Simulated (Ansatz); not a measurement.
# C3H7FO: up Jacob's ladder to CCSD(T)

One table from this session's results is given with a row withheld; the runs are named, their logs left out.

Program: Ansatz 0.2.0, Gaussian basis. Level of theory: functionals in def2-TZVPP, the program's frozen cores in correlated methods. These are calculated values, not measurements.

Levels to be run: LDA (SPW92), PBE-D4, revPBE-D4, BLYP-D4, r2SCAN-D4, B97M-V, PBE0-D4, B3LYP-D4, r2SCANh-D4, r2SCAN0-D4, HSE06-D4, BHLYP-D4, CAM-B3LYP-D4, LC-ωPBE, ωB97X-V, ωB97M-V, B2PLYP, PBE-QIDH; CCSD(T)/def2-SVP; CCSD(T)/def2-TZVPP; MP2/def2-QZVPP; extrapolation to the limit; RPA on PBE.

### Structure used throughout

An earlier PBE0-D4 in a triple-zeta def2 set relaxation fixed the geometry.

SMILES `COC(C)F`, 12 atoms, charge 0, spin multiplicity 1.

Atoms are counted from 1 here; the program's logs count them from 0.

Bond lengths: C1–O2 1.412 Å, C1–H6 1.089 Å, C1–H7 1.097 Å, C1–H8 1.093 Å, O2–C3 1.369 Å, C3–C4 1.500 Å, C3–F5 1.393 Å, C3–H9 1.101 Å, C4–H10 1.091 Å, C4–H11 1.091 Å, C4–H12 1.090 Å. Angles: O2–C1–H6 106.9°, O2–C1–H7 110.9°, O2–C1–H8 111.3°, H6–C1–H7 109.1°, H6–C1–H8 109.4°, H7–C1–H8 109.1°, C1–O2–C3 114.1°, O2–C3–C4 109.5°, O2–C3–F5 109.7°, O2–C3–H9 110.8°, C4–C3–F5 108.9°, C4–C3–H9 112.8°, F5–C3–H9 104.9°, C3–C4–H10 109.4°, C3–C4–H11 109.9°, C3–C4–H12 110.0°, H10–C4–H11 109.0°, H10–C4–H12 109.3° and more.

Geometry (Å):

```xyz
12
C3H7FO
C    -1.7820    0.5518   -0.0213
O    -0.4319    0.5592   -0.4342
C     0.3704   -0.3044    0.2629
C     1.7341   -0.3351   -0.3603
F     0.4870    0.1242    1.5834
H    -2.3262    1.2026   -0.7041
H    -2.2025   -0.4603   -0.0769
H    -1.8875    0.9274    0.9999
H    -0.0918   -1.3015    0.3279
H     2.1453    0.6751   -0.3812
H     1.6677   -0.7134   -1.3810
H     2.3941   -0.9808    0.2189
```

The first run:

The input, in.yaml:

```yaml
crystal:
  periodic: [false, false, false]
  atoms:
    - {symbol: C, position_ang: [-1.782023, 0.551805, -0.021312]}
    - {symbol: O, position_ang: [-0.431851, 0.559191, -0.434237]}
    - {symbol: C, position_ang: [0.370376, -0.304433, 0.262948]}
    - {symbol: C, position_ang: [1.734086, -0.335050, -0.360335]}
    - {symbol: F, position_ang: [0.486984, 0.124242, 1.583410]}
    - {symbol: H, position_ang: [-2.326183, 1.202616, -0.704107]}
    - {symbol: H, position_ang: [-2.202465, -0.460320, -0.076924]}
    - {symbol: H, position_ang: [-1.887500, 0.927429, 0.999870]}
    - {symbol: H, position_ang: [-0.091784, -1.301538, 0.327877]}
    - {symbol: H, position_ang: [2.145343, 0.675129, -0.381188]}
    - {symbol: H, position_ang: [1.667739, -0.713396, -1.381041]}
    - {symbol: H, position_ang: [2.394077, -0.980776, 0.218938]}
basis:
  gaussian: {orbitals: def2-TZVPP}
hamiltonian: {xc: lda}
output: {orbitals: {seedname: orbitals}}
```

Among the steps run: LDA; PBE-D4 (GGA); revPBE-D4 (GGA); BLYP-D4 (GGA); r2SCAN-D4 (meta-GGA); B97M-V (meta-GGA); PBE0-D4 (hybrid); B3LYP-D4 (hybrid); r2SCANh-D4 (hybrid); r2SCAN0-D4 (hybrid); HSE06-D4 (hybrid); BHLYP-D4 (hybrid); CAM-B3LYP-D4 (range-separated); LC-ωPBE-D4 (range-separated; the results give it without D4); ωB97X-V (range-separated); ωB97M-V (range-separated); B2PLYP (double hybrid); PBE-QIDH (double hybrid).

One of the session's tables, all rows but one given; the rest of the session is left out.

It belongs to the step «Frontier levels by functional». 

| functional | HOMO (eV) | LUMO (eV) | gap (eV) |
| --- | --- | --- | --- |
| LDA (SPW92) | -6.80 | 0.52 | 7.32 |
| PBE-D4 | -6.66 | 0.69 | 7.35 |
| revPBE-D4 | -6.60 | 0.77 | 7.37 |
| BLYP-D4 | -6.59 | 0.66 | 7.25 |
| r2SCAN-D4 | -7.00 | 1.46 | 8.46 |
| B97M-V | ? | ? | ? |
| PBE0-D4 | -8.29 | 1.52 | 9.81 |
| B3LYP-D4 | -8.06 | 1.15 | 9.21 |
| r2SCANh-D4 | -7.61 | 1.71 | 9.32 |
| r2SCAN0-D4 | -8.54 | 2.06 | 10.59 |
| HSE06-D4 | -7.88 | 1.14 | 9.03 |
| BHLYP-D4 | -9.91 | 2.10 | 12.01 |
| CAM-B3LYP-D4 | -9.79 | 2.27 | 12.05 |
| LC-ωPBE | -11.10 | 3.59 | 14.69 |
| ωB97X-V | -10.79 | 3.40 | 14.19 |
| ωB97M-V | -10.73 | 2.98 | 13.70 |

Q: Estimate the row for B97M-V from the others.

The run gave: HOMO (eV): -7.17; LUMO (eV): 0.86; gap (eV): 8.03. In the column «HOMO (eV)» it lies between r2SCANh-D4 (-7.61) and r2SCAN-D4 (-7.00).
